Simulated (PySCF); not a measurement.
C2H6OP2: core ionisation energies

C2H6OP2.
Atom-mapped SMILES: `[H]/[P:5]=[P:4]\[CH2:3][O:2][CH3:1]`

Geometry (GFN2-xTB, Å), atoms numbered from 1 in this order:
```
atom  x, y, z in Å
C1    -1.2385    0.5657   -0.3455
O2    -0.3077   -0.4349   -0.6784
C3     0.2469   -1.0658    0.4367
P4     1.5720   -0.0749    1.3726
P5     2.3823    1.1373   -0.0318
H6    -1.5776    1.0021   -1.2827
H7    -2.0916    0.1411    0.1956
H8    -0.7778    1.3447    0.2773
H9    -0.5287   -1.3401    1.1646
H10    0.7261   -1.9835    0.0803
H11    1.6001    0.7111   -1.1152
```

The calculation used delta-SCF UKS SCAN, pcX-2 on the ionised atom, pcseg-1 elsewhere, spin-free X2C (PySCF). Vertical ΔSCF values, vacuum level as zero.

**Question.** Give the core binding energies atom by atom.

**Answer.** 
```csv
atom(s),environment,level,binding energy (eV),2p1/2 (eV),above the level's lowest (eV),count
P5,phosphorus bonded to P and H,P 2p3/2,136.03,136.92,0.00,1
P4,phosphorus bonded to C and P,P 2p3/2,136.18,137.08,+0.15,1
C3,sp3 carbon bound to oxygen,C 1s,292.07,–,0.00,1
C1,methoxy carbon,C 1s,292.41,–,+0.34,1
O2,ether oxygen,O 1s,538.71,–,0.00,1
P5,phosphorus bonded to P and H,P 1s,2149.53,–,0.00,1
P4,phosphorus bonded to C and P,P 1s,2149.68,–,+0.15,1
```

Lowest listed C 1s: C3, bonded to O, 2 H and P. Highest, 0.34 eV above it: C1, bonded to O and 3 H. Summing the Pauling electronegativity differences to the bonded atoms, each weighted by its formal bond order, gives -0.17 for the lowest site and -0.16 for the highest.

The 2 P 1s values lie within 0.15 eV of each other; Gaussian lines of 0.5 eV full width would blend them into one maximum.

The 2 P 2p3/2 values lie within 0.15 eV of each other.

**Question.** Express the binding energy of P 1s of P4 in atomic units and per mole.

**Answer.** 2149.68 eV = 78.9993 Eh = 207413 kJ/mol.

The 2p values add to the ΔSCF energy of one spin-free hole a correction within the shell (spin–orbit coupling, ligand field). 2p1/2 minus 2p3/2 (ligand field included): P 0.89 eV. Geometry: GFN2-xTB, one conformer, isolated molecule.
